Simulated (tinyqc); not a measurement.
RHF in the sto-3g basis, for H2O, spin multiplicity 1, step by step. One step of it, computed by the program tinyqc.

Task: Orthogonalisation. S = U s U^T; symmetric (Loewdin) form X = U s^(-1/2) U^T, so that X^T S X = 1.

overlap S, order 1O 1s, 1O 2s, 1O 2px, 1O 2py, 1O 2pz, 2H 1s, 3H 1s:
```
[[1.000000, 0.236704, 0.000000, 0.000000, 0.000000, 0.042053, 0.042053],
 [0.236704, 1.000000, 0.000000, 0.000000, 0.000000, 0.408731, 0.408731],
 [0.000000, 0.000000, 1.000000, 0.000000, 0.000000, 0.000000, 0.000000],
 [0.000000, 0.000000, 0.000000, 1.000000, 0.000000, 0.272234, -0.272234],
 [0.000000, 0.000000, 0.000000, 0.000000, 1.000000, 0.228088, 0.228088],
 [0.042053, 0.408731, 0.000000, 0.272234, 0.228088, 1.000000, 0.213080],
 [0.042053, 0.408731, 0.000000, -0.272234, 0.228088, 0.213080, 1.000000]]
```

Give: eigenvalues of S; X.

Result:

eigenvalues of S: [0.4101, 0.4940, 0.8825, 1.0000, 1.1028, 1.2929, 1.8176]

X, order 1O 1s, 1O 2s, 1O 2px, 1O 2py, 1O 2pz, 2H 1s, 3H 1s:
```
[[1.0238, -0.1383, 0.0000, 0.0000, -0.0085, 0.0197, 0.0197],
 [-0.1383, 1.1765, 0.0000, 0.0000, 0.0843, -0.2382, -0.2382],
 [0.0000, 0.0000, 1.0000, 0.0000, 0.0000, 0.0000, 0.0000],
 [0.0000, 0.0000, 0.0000, 1.0787, 0.0000, -0.1851, 0.1851],
 [-0.0085, 0.0843, 0.0000, 0.0000, 1.0460, -0.1304, -0.1304],
 [0.0197, -0.2382, 0.0000, -0.1851, -0.1304, 1.1486, -0.0749],
 [0.0197, -0.2382, 0.0000, 0.1851, -0.1304, -0.0749, 1.1486]]
```
